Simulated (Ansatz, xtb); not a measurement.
# C3H4ClNO: which of two isomers lies lower

We compare I, `C=C(Cl)NC=O`, a singlet, with II, `C=C(Cl)/N=C/O`, a singlet. Both are isolated molecules in the gas phase, relaxed with B3LYP-D3(BJ)/def2-SVP; the shapes shown needn't be the lowest conformers.

I (Å):

```xyz
10

C    -3.0523    0.6430   -1.4500
C    -1.8855    0.6407   -0.7984
C    -2.5059   -0.5348    1.2986
Cl   -0.4418    1.3595   -1.4915
N    -1.6155    0.1032    0.4678
O    -3.6752   -0.7372    1.0701
H    -3.1162    1.1005   -2.4360
H    -3.9264    0.1876   -0.9885
H    -0.6617    0.1995    0.7971
H    -2.0051   -0.8559    2.2435
```

II (Å):

| atom | x (Å) | y (Å) | z (Å) |
| --- | --- | --- | --- |
| C | -2.9028 | 2.0022 | -0.8465 |
| C | -2.1284 | 0.9625 | -0.5056 |
| C | -1.8907 | -1.1551 | 0.4511 |
| Cl | -0.3816 | 1.0486 | -0.8886 |
| N | -2.6111 | -0.1605 | 0.1208 |
| O | -2.4043 | -2.2235 | 1.0576 |
| H | -3.9680 | 1.9557 | -0.6158 |
| H | -2.4915 | 2.8798 | -1.3428 |
| H | -0.8082 | -1.2454 | 0.2822 |
| H | -3.3582 | -2.0615 | 1.1674 |

Energies in hartree; the thermal terms are from B3LYP-D3(BJ)/def2-SVP harmonic frequencies (ideal gas, rigid rotor, one conformer each, 298.15 K, 1 atm) and include the zero-point energy:

|  | I | II |
| --- | --- | --- |
| E, CCSD(T)/def2-SVP | −705.336895 | −705.322796 |
| E, MP2/def2-SVP | −705.265116 | −705.249652 |
| E, MP2/def2-TZVPP | −705.936235 | −705.924024 |
| zero-point energy | 0.070148 | 0.069957 |
| H(298 K) − E | 0.077242 | 0.077053 |
| G(298 K) − E | 0.039528 | 0.039506 |

**Question.** Correct the CCSD(T) difference for the basis set by the MP2 change, then work out ΔE, ΔE₀, ΔH and ΔG for I → II in kcal/mol (1 Eh = 627.51 kcal/mol) and the equilibrium ratio [II]/[I].

**Answer.** 1. Differences II − I: CCSD(T) +0.014099, MP2 in the small set +0.015464, MP2 in the large set +0.012211 Eh.
2. ΔE = +0.014099 + (+0.012211 − (+0.015464)) = +0.010846 Eh = +6.81 kcal/mol.
3. ΔE₀ = ΔE + ΔZPE = +0.010846 + (−0.000191) Eh = +6.69 kcal/mol.
4. ΔH = ΔE + (−0.000189) Eh = +6.69 kcal/mol.
5. ΔG = ΔE + (−0.000022) Eh = +6.79 kcal/mol, so ΔS = (ΔH − ΔG)/T = −1.5 J/(mol K).
6. kT = 0.9442 mEh, so K = [II]/[I] = exp(−ΔG/kT) = exp(−11.46) ≈ 1.1 × 10^−5.

Structure I is favoured at this temperature. An error of 1 kcal/mol in ΔG would change K by a factor of 5.4. Mirror images and further conformers aren't counted.

As drawn, II has 1 C=N, 1 C–O, 1 O–H in place of 1 C–N, 1 C=O, 1 N–H.

Other levels gave ΔE = +2.4 (GFN2-xTB); +6.0 (HF/STO-3G, GFN2-xTB geometries); +8.1 (r2SCAN-D4/def2-SVP, GFN2-xTB geometries); +8.7 (B3LYP-D3(BJ)/def2-SVP); +9.6 (HF/def2-SVP); +9.7 (MP2/def2-SVP); +8.8 (CCSD(T)/def2-SVP) kcal/mol. The correlated steps freeze 10 core orbitals. Programs: Ansatz 0.2.0, xtb 6.7.1.
